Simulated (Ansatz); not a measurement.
# bcc V

Level of theory: HSE06 in Ansatz (PAW).

Settings: plane-wave cutoff 460 eV, 14×14×14 k mesh, Fermi–Dirac smearing 0.05 eV, no spin polarisation, scalar-relativistic PAW data made under PBE.

Cell: relaxed at this level.

| Quantity | Result |
|---|---|
| equilibrium volume per atom | 13.00 Å³/atom |
| bulk modulus | 207 GPa |
| lattice constant a | 2.962 Å |
| pressure derivative B′ of the bulk modulus | 4.1 |

Measured, for comparison: equilibrium volume per atom 13.79 Å³/atom, lattice constant a 3.021 Å (static lattice: zero-point anharmonic expansion removed; as tabulated in Mejia-Rodriguez and Trickey (2018), arXiv:1807.09216); bulk modulus 161 GPa (corrected for temperature and zero-point phonon effects, our sources range from 159 to 166; as tabulated in Levämäki et al. (2014), arXiv:1402.3671). Computed (rounded) less measured: equilibrium volume per atom -5.7 %, bulk modulus +29 % (+25 % to +30 % over the range), lattice constant a -2.0 %.

Static lattice: no zero-point or thermal effects.

The result took about 15 core-minutes (a rough figure).

Ansatz is an electronic-structure program.
